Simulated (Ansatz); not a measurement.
CCSD(T) forces

LiSiH3S (SMILES [Li][S][SiH3]), singlet, displaced at random from a GFN2-xTB minimum.

Li1  (-1.406, -2.408, 1.186)
S2  (-1.351, -0.676, 0.063)
Si3  (0.306, 0.822, -0.188)
H4  (1.476, 0.055, -1.017)
H5  (0.070, 1.557, -1.247)
H6  (0.907, 1.220, 0.904)
(Å)

Computed with Ansatz 0.2.0 (basis: def2-TZVPP); correlated methods freeze the cores. The outer core shell of Li, Na, Mg and K is correlated.

CCSD(T) forces from the calculation:
```tsv
atom	Fx	Fy	Fz (eV/Å)
Li1	0.113	-0.379	0.305
S2	1.103	1.958	-0.363
Si3	-0.632	-7.422	-2.092
H4	-0.871	0.468	1.208
H5	-1.399	3.447	-2.890
H6	1.686	1.927	3.832
```

(1) Which atom feels the largest CCSD(T) force, and how large is it?

T1 diagnostic: at most 0.011.

Results:

(1) Si3, 7.74 eV/Å, along (-0.08, -0.96, -0.27).

Root-mean-square difference of the force components from those of CCSD(T): PBE0-D4 0.073; wB97M-V 0.063; r2SCAN-D4 0.060; PBE-D4 0.157; BLYP-D4 0.179; BHLYP-D4 0.103 eV/Å.

For scale, one of the runs: CCSD(T)/def2-TZVPP forces, 145 basis functions (an equivalent command: `ansatz run in.yaml --threads 4`). The run took 25 s on 4 CPU threads (shared host), with 1.5 GiB of host memory at its peak.
